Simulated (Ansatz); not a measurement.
Anthracene C14H10

Computed with PBE0-D3(BJ) in Ansatz (plane waves, PAW).

Cell: relaxed at this level.

```
Quantity                  Value
-------------------  ----------
lattice energy       115 kJ/mol
volume per molecule   219.69 Å³
```

Ansatz is a quantum-chemistry and plane-wave program.
